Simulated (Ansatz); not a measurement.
We consider bcc Na, described by r²SCAN0 (PAW; Ansatz, a quantum-chemistry and plane-wave program).

From the output:

```
WARN output.stress: scf.exx.energy_threshold = 1e-6 eV is looser than the 1e-8 eV advised for a stress under a hybrid functional (1e-8 eV for each atom of the …
Crystal: 1 atoms, lattice volume = 36.558 Å³
Basis set: ecut = 520 eV, 959 PW (Γ), exchange–correlation on 81×81×81 points (27 copies of the dense FFT grid, shifted against one another)
Bands: 9, of which v1, the nominal top of the filled ones, is band 5 counted from 1 (4 counted from 0)
Symmetry: 48 space group operations
Space group: Im-3m (ITA 229), of the structure as read, at distance tolerance 3.3e-5 Å
k-points: 47 of 1000
Functional: x = r2scan, c = r2scan; τ floored in thin density (d = 2e-4 eV/Å³), warm-up for x = 0.75 r2scan + 0.25 exact, c = r2scan; τ floored in thin density (d = 2e-4 eV/Å³)
SCF iter   1: F=—  HF=-1488.614748 eV  |F-HF|=—  |Δ(HF+E_count)|=         —  Δρ=7.23e-3  dr2=8.47e-3  dr2_τ=1.18e-4
SCF iter   2: F=—  HF=-1488.610285 eV  |F-HF|=—  |Δ(HF+E_count)|=   4.46e-3  Δρ=1.53e-3  dr2=4.15e-4  dr2_τ=2.21e-4
  ...
SCF 1 converged in 7 iterations: F = -1488.610678 eV  dr2 = 1.74e-11
Crystal: 1 atoms, lattice volume = 36.558 Å³
Initial density: handed on by an earlier stage of this run
Functional: x = 0.75 r2scan + 0.25 exact, c = r2scan; τ floored in thin density (d = 2e-4 eV/Å³)
SCF 2 converged in 7 iterations: F = -1488.332735 eV  dr2 = 5.41e-11
Crystal: 1 atoms, lattice volume = 36.558 Å³
Crystal: 1 atoms, lattice volume = 36.558 Å³
SCF 4 converged in 5 iterations: F = -1488.333582 eV  dr2 = 7.36e-12
Crystal: 1 atoms, lattice volume = 36.558 Å³
SCF iter   1: F=—  HF=-1488.333582 eV  |F-HF|=—  |Δ(HF+E_count)|=         —  Δρ=2.14e-7  dr2=7.10e-12  dr2_τ=1.90e-13
SCF iter   2: F=-1488.333582 eV  HF=-1488.333582 eV  |F-HF|=9.09e-13  |Δ(HF+E_count)|=  6.59e-12  Δρ=3.18e-8  dr2=1.80e-13  dr2_τ=1.53e-13
SCF 5 converged in 2 iterations: F = -1488.333582 eV  dr2 = 1.80e-13
Free energy (F): -1488.333582 eV
Internal energy: -1488.331083 eV  (E = F + TS)
E sigma→0 (E₀):  -1488.332333 eV
Fermi energy:    1.771409 eV
--- Stress (GPa, compression-positive) ---
        0.333075      -0.000000      -0.000000
       -0.000000       0.333075      -0.000000
        0.000000      -0.000000       0.333075
  P = ⅓ Tr σ = 0.3331 GPa (3.331 kbar)
```

### Question
Write an input file that could have produced this run (the log leaves some choices open).

### Answer
Several could match; the one computed here: 
Ansatz 0.2 input:
```yaml
crystal:
  lattice:
    - [-2.0907821134, 2.0907821134, 2.0907821134]
    - [2.0907821134, -2.0907821134, 2.0907821134]
    - [2.0907821134, 2.0907821134, -2.0907821134]
  atoms:
    - { symbol: Na, position: [0.0, 0.0, 0.0] }
basis:
  ecutwfc: 520
  ecutrho_ratio: 4
  xc_grid: 3
kpoints:
  mp_grid: { grid: [10, 10, 10] }
hamiltonian:
  xc: r2scan0
  dispersion: none
  pseudopotentials: { kind: paw }
scf:
  occupations: { method: fermi_dirac, width: 0.05 }
  convergence: { dr2_threshold: 0.0000000001 }
output:
  forces: false
  stress: true
  eigenvalues: true
```

The cell is one volume of an energy–volume scan, off the minimum.

The PAW data were made under PBE.

Note: the run warned that the count of filled bands differs between k points.
